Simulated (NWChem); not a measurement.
System: DMSO (C2H6OS); SMILES CS(=O)C

The following NWChem deck was run.

```
start job
memory heap 200 mb stack 900 mb global 1100 mb
geometry units angstroms noautoz
  C      0.828182     1.367399     0.192665
  S     -0.235025     0.000558    -0.454327
  C      0.821473    -1.371397     0.192825
  O     -1.497760     0.003696     0.386388
  H      0.292549     2.305425    -0.045580
  H      1.822588     1.357417    -0.295519
  H      0.909146     1.249754     1.291066
  H      0.902975    -1.254039     1.291218
  H      0.281268    -2.306820    -0.045337
  H      1.815932    -1.366328    -0.295327
end
basis spherical
  C library def2-svpd
  S library def2-svpd
  O library def2-svpd
  H library def2-svpd
end
dft
  xc pbe0
  iterations 150
end
tddft
  cis
  nroots 6
  notriplet
end
task tddft energy
```

Parts of the log:

```
             Northwest Computational Chemistry Package (NWChem) 7.3.0
             --------------------------------------------------------

 CS  symmetry detected

                             Geometry "geometry" -> ""
                             -------------------------

 Output coordinates in angstroms (scale by  1.889725989 to convert to a.u.)

  No.       Tag          Charge          X              Y              Z
 ---- ---------------- ---------- -------------- -------------- --------------
    1 C                    6.0000     0.81682580     0.20716905     1.36940207
    2 S                   16.0000    -0.23078119    -0.45955094     0.00000000
    3 C                    6.0000     0.81682580     0.20716905    -1.36940207
    4 O                    8.0000    -1.50897526     0.35747480     0.00000000
    5 H                    1.0000     0.28343993    -0.04102230     2.30612933
    6 H                    1.0000     1.82019009    -0.26237334     1.36187652
    7 H                    1.0000     0.87756573     1.30688968     1.25190027
    8 H                    1.0000     0.87756573     1.30688968    -1.25190027
    9 H                    1.0000     0.28343993    -0.04102230    -2.30612933
   10 H                    1.0000     1.82019009    -0.26237334    -1.36187652

 Effective nuclear repulsion energy (a.u.)     180.8275352157

      Symmetry information
      --------------------

 Group name             Cs
 Group number              2
 Group order               2
 No. of unique centers     6

                                 NWChem DFT Module
                                 -----------------

 Summary of "ao basis" -> "ao basis" (spherical)
 ------------------------------------------------------------------------------
       Tag                 Description            Shells   Functions and Types
 ---------------- ------------------------------  ------  ---------------------
 C                         def2-svpd                 8       20   4s2p2d
 S                         def2-svpd                11       27   5s4p2d
 O                         def2-svpd                 9       23   4s3p2d
 H                         def2-svpd                 4        8   2s2p

      Symmetry analysis of basis
      --------------------------

        a'         79
        a"         59

            General Information
            -------------------
          SCF calculation type: DFT
          Wavefunction type:  closed shell.
          No. of atoms     :    10
          No. of electrons :    42
           Alpha electrons :    21
            Beta electrons :    21
          Charge           :     0
          Spin multiplicity:     1
          Use of symmetry is: off; symmetry adaption is: on
          Maximum number of iterations: 150
          AO basis - number of functions:   138
                     number of shells:    60
          Convergence on energy requested:  1.00D-06
          Convergence on density requested:  1.00D-05
          Convergence on gradient requested:  5.00D-04

              XC Information
              --------------
                         PBE0 Method XC Functional
                     Hartree-Fock (Exact) Exchange  0.250
          PerdewBurkeErnzerhof Exchange Functional  0.750
            Perdew 1991 LDA Correlation Functional  1.000 local
           PerdewBurkeErnz. Correlation Functional  1.000 non-local

             Grid Information
             ----------------
          Grid used for XC integration:  medium
          Radial quadrature: Mura-Knowles
          Angular quadrature: Lebedev.
          Tag              B.-S. Rad. Rad. Pts. Rad. Cut. Ang. Pts.
          ---              ---------- --------- --------- ---------
          C                   0.70       49          11.0       434
          S                   1.00       88          10.0       590
          O                   0.60       49          11.0       434
          H                   0.35       45          12.0       434
          Grid pruning is: on
          Number of quadrature shells:   505
          Spatial weights used:  Erf1

      Superposition of Atomic Density Guess
      -------------------------------------

 Sum of atomic energies:        -550.29175858

      Non-variational initial energy
      ------------------------------

 Total energy =    -552.198435
 1-e energy   =   -1115.260813
 2-e energy   =     382.234843
 HOMO         =      -0.288539
 LUMO         =       0.054154

      Symmetry analysis of molecular orbitals - initial
      -------------------------------------------------

[...]

                                NWChem TDDFT Module
                                -------------------

            General Information
            -------------------
           No. of orbitals :     276
            Alpha orbitals :     138
             Beta orbitals :     138
        Alpha frozen cores :       0
         Beta frozen cores :       0
     Alpha frozen virtuals :       0
      Beta frozen virtuals :       0
         Spin multiplicity :       1
    Number of AO functions :     138
        Use of symmetry is : off
      Symmetry adaption is : on
         Schwarz screening :  0.10D-07

              XC Information
              --------------
                  PBE0 Method XC Functional
              Hartree-Fock (Exact) Exchange   0.25
   PerdewBurkeErnzerhof Exchange Functional   0.75
     Perdew 1991 LDA Correlation Functional   1.00 local
    PerdewBurkeErnz. Correlation Functional   1.00 non-local

             TDDFT Information
             -----------------
          Calculation type : Tamm-Dancoff TDDFT
         Wavefunction type : Restricted singlets
          No. of electrons :      42
           Alpha electrons :      21
            Beta electrons :      21
              No. of roots :       6
          Max subspacesize :    5200
            Max iterations :     100
               Target root :       1
           Target symmetry : none
      Symmetry restriction : off
                 Algorithm : Optimal
        Davidson threshold :  0.10D-03

    6 smallest eigenvalue differences (eV)
--------------------------------------------------------
  No. Spin  Occ  Vir  Irrep   E(Occ)    E(Vir)   E(Diff)
--------------------------------------------------------
    1    1   21   22 a'       -0.249     0.015     7.205
    2    1   21   23 a"       -0.249     0.016     7.229
    3    1   21   24 a'       -0.249     0.026     7.494
    4    1   21   25 a'       -0.249     0.041     7.890
    5    1   20   22 a"       -0.287     0.015     8.239
    6    1   20   23 a'       -0.287     0.016     8.263
--------------------------------------------------------

  Entering Davidson iterations
  Restricted singlet excited states

  Iter   NTrls   NConv    DeltaV     DeltaE      Time
  ----  ------  ------  ---------  ---------  ---------
    1      6       0     0.19E+00   0.10+100       15.3
    2     12       0     0.32E-01   0.38E-01       15.7
    3     18       0     0.15E-01   0.24E-02       15.4
    4     24       0     0.93E-02   0.64E-03       15.3
    5     30       0     0.40E-01   0.10E-01       15.3
    6     36       3     0.10E-01   0.20E-02       15.2
    7     39       4     0.27E-02   0.22E-03       11.8
    8     41       5     0.62E-03   0.14E-04       10.1
    9     42       5     0.13E-03   0.46E-06        8.8
   10     43       6     0.48E-04   0.22E-07        8.8
  ----  ------  ------  ---------  ---------  ---------
  Convergence criterion met

  Ground state a'       -552.648791083180 a.u.

  ----------------------------------------------------------------------------
  Root   1 singlet a'             0.217230070 a.u.                5.9111 eV
  ----------------------------------------------------------------------------
     Transition Moments    X  0.17021   Y -0.11084   Z  0.00000
     Dipole Oscillator Strength                    0.0059749602
     Electric Quadrupole                           0.0000000077
     Magnetic Dipole                               0.0000017589
     Total Oscillator Strength                     0.0059767269

     Occ.   20  a"  ---  Virt.   23  a"       0.11648
     Occ.   21  a'  ---  Virt.   22  a'       0.14877
     Occ.   21  a'  ---  Virt.   24  a'      -0.93710
     Occ.   21  a'  ---  Virt.   25  a'       0.19985
     Occ.   21  a'  ---  Virt.   26  a'      -0.09206
     Occ.   21  a'  ---  Virt.   27  a'      -0.12441
     Occ.   21  a'  ---  Virt.   31  a'      -0.06246
     Occ.   21  a'  ---  Virt.   33  a'      -0.05744
  ----------------------------------------------------------------------------
  Root   2 singlet a"             0.217883966 a.u.                5.9289 eV
  ----------------------------------------------------------------------------
     Transition Moments    X -0.00000   Y -0.00000   Z  0.65389
     Dipole Oscillator Strength                    0.0621064616
     Electric Quadrupole                           0.0000000982
     Magnetic Dipole                               0.0000017728
     Total Oscillator Strength                     0.0621083326

     Occ.   19  a'  ---  Virt.   23  a"      -0.05959
     Occ.   20  a"  ---  Virt.   25  a'       0.06080
     Occ.   20  a"  ---  Virt.   26  a'      -0.05987
     Occ.   21  a'  ---  Virt.   23  a"      -0.97587
     Occ.   21  a'  ---  Virt.   28  a"       0.11331
     Occ.   21  a'  ---  Virt.   29  a"       0.06297
  ----------------------------------------------------------------------------
  Root   3 singlet a'             0.225531811 a.u.                6.1370 eV
  ----------------------------------------------------------------------------
     Transition Moments    X  0.17956   Y -0.17608   Z -0.00000
     Dipole Oscillator Strength                    0.0095096195
     Electric Quadrupole                           0.0000001584
     Magnetic Dipole                               0.0000000048
     Total Oscillator Strength                     0.0095097827

[...]
```

Level: PBE0/def2-SVPD, TDA. The geometry was optimised at PBE-D3(BJ)/def2-SVP.
